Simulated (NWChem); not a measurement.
Spin states of Na

SMILES: [Na]
```xyz
1

Na     0.0000     0.0000     0.0000
```
Charge 0, spin multiplicity 2.

All runs are NWChem calculations.

Basis set: def2-TZVP. The gap is E(quartet) − E(doublet), so a negative value puts the higher spin lower. Open shells are unrestricted, coupled cluster uses restricted open-shell references. The quartet is the single determinant that the SCF runs reached; it need not be the lowest quartet, which in molecules with degenerate π orbitals can need several determinants. Where the lowest doublet needs several determinants, the single determinant used here isn't a pure state and places it wrongly.

The correlated methods keep 1 core orbital frozen. The stability of the SCF solutions was not checked. Open-shell Hartree-Fock references start from PBE0 orbitals. Coupled-cluster values serve here as a point of comparison, not as the truth.

Q: For the vertical doublet-quartet gap, MP2 gives 763.5 kcal/mol and PBE gives 769.3 kcal/mol. What do CCSD(T), LC-wPBE (omega 0.3 per bohr), B2PLYP give?

A: CCSD(T): 759.2 kcal/mol; LC-wPBE (omega 0.3 per bohr): 774.3 kcal/mol; B2PLYP: 770.1 kcal/mol.
